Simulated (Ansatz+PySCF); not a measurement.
**singlet H₂ClO(-): levels of theory in one basis**

```yaml
atoms:
  - { symbol: O, position_ang: [0.0000, -0.3431, -1.9141] }
  - { symbol: H, position_ang: [0.0000, -0.4318, -0.9200] }
  - { symbol: Cl, position_ang: [0.0000, 0.1504, 1.0690] }
  - { symbol: H, position_ang: [0.0000, 0.6200, -1.9401] }
```

Basis set: def2-SVP (spherical functions). Left uncorrelated: 6 orbitals. Charge -1, multiplicity 1.

Computed with Ansatz (development build ahead of 0.2.0); each method stands on the lowest determinant of its kind that the runs found. NEVPT2 correlates all electrons. Active spaces start from the frontier orbitals, and the lowest solution found is given.

| method | E − E(RHF) (eV) | <S²> of the determinant |
| --- | --- | --- |
| RHF | 0.00 | 0.00 |
| RHF-CCSD | -9.76 | – |
| RHF-CCSD(T) | -9.89 | – |
| CASSCF(2,2) | -0.58 | – |
| SC-NEVPT2(2,2) | -9.52 | – |

(1) What does RHF-MP2 give on the same scale?

(2) Is a single determinant a sound starting point here?

## Answers

(1) -9.20 eV.

(2) By this sign, yes. Unrestricted orbitals gain 0.00 eV and <S²> is 0.00 against 0.00 for a pure state. The CASSCF(2,2) natural occupations are 1.98, 0.02.

Caution: no diffuse functions for an anion. Caution for CASSCF(2,2), SC-NEVPT2(2,2): other starts end on other solutions of this active space.
